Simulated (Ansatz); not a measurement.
**What a trial cell of H₂Rh relaxes into**

Method: DFT PBE, scalar-relativistic, plane waves, PAW in Ansatz. Cutoff 420 eV, Γ-centred k mesh, Gaussian smearing, no spin polarisation in the final step.

H₂Rh was placed on the MoSi2 (C11b) structure type (I4/mmm, No. 139), with Rh in place of Mo, H in place of Si, at a guessed volume.

```yaml
crystal:
  lattice:
    - [-1.34894, 1.34894, 3.30913]
    - [1.34894, -1.34894, 3.30913]
    - [1.34894, 1.34894, -3.30913]
  atoms:
    - { symbol: H, position: [0.66500, 0.66500, 0.00000] }
    - { symbol: H, position: [0.33500, 0.33500, 0.00000] }
    - { symbol: Rh, position: [0.00000, 0.00000, 0.00000] }
```

Cell and atoms relax at zero pressure; the relaxation can't lower the symmetry of the start. After a coarse first stage the cell is made exact in the group found at 0.06 Å.

Formation energies are uncorrected and refer to the elements' standard structures at the same level (H₂ as a molecule).

(1) Which crystal results?

(2) What are its volume, energy, density and gap?

## Answers

(1) It keeps I4/mmm (No. 139). The result has the CaC2 structure. Conventional cell: a = 2.815 Å, c = 5.046 Å. Around H lie 1 H at 1.46 Å; around Rh lie 2 H at 1.79 Å and 8 H at 2.12 Å.

Space group I4/mmm (No. 139). a = 2.815 Å, b = 2.815 Å, c = 5.046 Å, α = 90.00°, β = 90.00°, γ = 90.00°
| atom | site | symmetry | x | y | z |
| --- | --- | --- | --- | --- | --- |
| H | 4e | 4mm | 0.5000 | 0.5000 | 0.1449 |
| Rh | 2a | 4/mmm | 0.0000 | 0.0000 | 0.0000 |

(2) The volume per atom is 6.66 Å³, the density is 8.72 g/cm³ and the energy over the elements is 0.31 eV/atom. The gap on the 22×22×22 mesh is 0 eV (a metal).

The final run used a 22×22×22 mesh on its 3-atom cell and 0.10 eV smearing. The k mesh leaves about 4 meV/atom of noise in metals. Symmetry constrained the relaxation, so the result can be a saddle point.

Cost: 3 runs of about 1.3 core-minutes in all, on Arm Neoverse V2 (shared hosts).